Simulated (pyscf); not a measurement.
H₂B–Cl + SiH₄ → BH₃ + H₃Si–Cl (four-centre exchange; singlet surface; B–Cl, H–Si broken, B–H, Cl–Si formed). PySCF, gas phase, ωB97X-D3(BJ)/def2-SVP geometries. MP2 and CC: frozen core, UHF for open shells. ΔMP2 is the change of the MP2 total energy from the triple- to the quadruple-zeta basis. Rate constants from transition-state theory, CCSD(T)/def2-TZVPP + ΔMP2(QZVPP) energies (ideal gas, 1 atm, RRHO with modes under 100 cm⁻¹ raised to 100, one conformer, R ln 2 for rigid chiral ones; no tunnelling), k in cm³ molecule⁻¹ s⁻¹.

```tsv
T (K)	1000/T	log10 k
298	3.354	-25.14
600	1.667	-18.85
900	1.111	?
1200	0.833	-15.39
```

### Question
Fit an Arrhenius line to the three values, give the activation energy, and predict k at 900 K.

### Answer
Least squares gives log10 k = -12.29 − 3.85 × 1000/T, so Ea = 3.85 × ln 10 × 1.987 = 17.6 kcal/mol, against an electronic barrier of 13.3. At 900 K the line gives -16.57; the computed value is -16.61 (ΔG‡ = 45.2 kcal/mol), close to the line. On the product side the descent ends in a complex, 6.4 kcal/mol under the separated species and 14.4 kcal/mol under the saddle at ωB97X-D3(BJ)/def2-TZVP. At ωB97X-D3(BJ) the barrier from the zero used here is 9.4 kcal/mol. This is the saddle that the search found; another between the same sides may lie lower. The CCSD(T) − MP2 part came from Ansatz, without density fitting, on the same reference.
